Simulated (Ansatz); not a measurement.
We consider Cs2SnBr6 (Fm-3m, No. 225; cell taken from a computed entry), described by LDA (Ansatz, a program for electronic structure, plane waves, PAW).

Settings: plane-wave cutoff 520 eV, 6×6×6 k mesh, Fermi–Dirac smearing 0.01 eV, scalar-relativistic PAW data made under PBE.

Cell (relaxed with PBEsol):

```
Cs2SnBr6
1.0
    0.00000     5.40419     5.40419
    5.40419     0.00000     5.40419
    5.40419     5.40419     0.00000
Cs Sn Br
2 1 6
Direct
  0.75000   0.75000   0.75000
  0.25000   0.25000   0.25000
  0.00000   0.00000   0.00000
  0.24262   0.24262   0.75738
  0.75738   0.75738   0.24262
  0.75738   0.24262   0.24262
  0.24262   0.75738   0.75738
  0.24262   0.75738   0.24262
  0.75738   0.24262   0.75738
```

Problem. Estimate the band gap that the calculation returns.

Solution. 
- band gap = 1.14 eV

Note: cell and atoms aren't relaxed at this level (pressure -1.4 GPa); this cell isn't known to be the ambient phase, and symmetry holds it in the calculation.

Spin–orbit coupling is not included.

The computed numbers hold no vibrational or temperature effects.
